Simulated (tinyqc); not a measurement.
The basis set: RHF and MP2 along a ladder of basis sets, for H2O, spin multiplicity 1. Computed by the program tinyqc with PySCF. Command: `OMP_NUM_THREADS=1 python tinyqc.py 115907 115908 out.jsonl`; one thread of a shared host (Intel(R) Xeon(R) Processor @ 2.60GHz), about 2 s.

Geometry (angstrom):

| atom | x | y | z |
|---|---|---|---|
| O | 0.0000 | 0.0000 | 0.0000 |
| H | 0.0000 | 0.6590 | 0.6030 |
| H | 0.0000 | -0.6590 | 0.6030 |

Same geometry throughout; the dipole is taken about the origin.

RHF and frozen-core MP2 in a ladder of bases:

| basis | functions | E(RHF) (hartree) | E(MP2 corr) (hartree) | HOMO (eV) | LUMO (eV) | dipole (debye) |
|---|---|---|---|---|---|---|
| sto-3g | 7 | -74.938414 | -0.031867 | -10.9678 | 18.5904 | 1.8785 |
| 3-21g | 13 | -75.565569 | -0.116887 | -13.2800 | 7.5653 | 2.5551 |
| 6-31g | 13 | -75.966989 | -0.122442 | -13.8602 | 5.7913 | 2.7505 |
| 6-31g** | 24 | -76.012145 | -0.190509 | -13.7443 | 6.1232 | 2.2739 |
| cc-pvdz | 24 | -76.016181 | -0.198172 | -13.6451 | 5.2318 | 2.1233 |
| aug-cc-pvdz | 41 | -76.030908 | -0.214538 | -14.0853 | 0.9660 | 2.0857 |
| cc-pvtz | 58 | -76.047636 | -0.257906 | -13.9593 | 3.9559 | 2.1094 |

From cc-pVDZ to cc-pVTZ the RHF energy falls by 31.5 mhartree and the correlation energy by 59.7. If valence correlation converges as X^-3, (27 E(T) - 8 E(D))/19 gives -0.2831 hartree, a rough estimate from such small X that usually falls short; STO-3G holds about 11 % of it. Beyond STO-3G the LUMO moves by 6.6 eV and the HOMO by 0.8 eV; diffuse functions lower the positive LUMO sharply, since an unbound virtual level tracks the most diffuse function.
